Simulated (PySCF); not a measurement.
# Spin-rotation constants: SMILES [H]B([H])([H])<-NC, CH₈BN

Cartesian coordinates in Å; atom numbers follow the order of the lines, from 1:
```xyz
11

B    -0.2470   -0.3993   -1.2711
N    -0.2472   -0.4164    0.3765
C     0.4355    0.7165    0.9888
H     0.1913   -1.2907    0.6480
H    -1.2226   -0.4427    0.6563
H     0.4078    0.6757    2.0810
H     1.4707    0.7258    0.6535
H    -0.0368    1.6356    0.6487
H     0.8970   -0.4189   -1.6020
H    -0.8106    0.6002   -1.5913
H    -0.8381   -1.3859   -1.5884
```

Computed with GIAO OPBE/def2-SVP magnetisability, rotational g tensor and spin-rotation constants, non-relativistic, gas phase (PySCF). Geometry: GFN2-xTB.

Give the nuclear spin-rotation constants along the inertial axes (H = +C I·J) beside the isotropic shieldings.

Rotational constants 28.6896, 8.3457, 7.3970 GHz. A star marks the isotopologue with that one atom substituted, in its own axes.
```tsv
atom	isotope	Caa (kHz)	Cbb (kHz)	Ccc (kHz)	mean (kHz)	σ (ppm)
B1	11B	3.167	1.244	1.217	1.876	131.8
N2	14N	1.335	0.373	0.265	0.658	227.6
H4	1H	-3.568	-0.548	-0.136	-1.417	29.0
H5	1H	-3.568	-0.548	-0.136	-1.417	29.0
H6	1H	-0.451	-0.559	-0.779	-0.597	29.4
H7	1H	-3.370	-0.464	-0.086	-1.307	29.3
H8	1H	-3.370	-0.447	-0.101	-1.306	29.3
H9	1H	-2.750	-0.431	-0.032	-1.071	29.9
H10	1H	-2.747	-0.435	-0.029	-1.071	29.9
H11	1H	-0.735	-0.240	-0.692	-0.555	29.7
C3	13C*	3.502	1.253	1.285	2.013	161.4
```
For the geometry as given, no vibrational averaging.
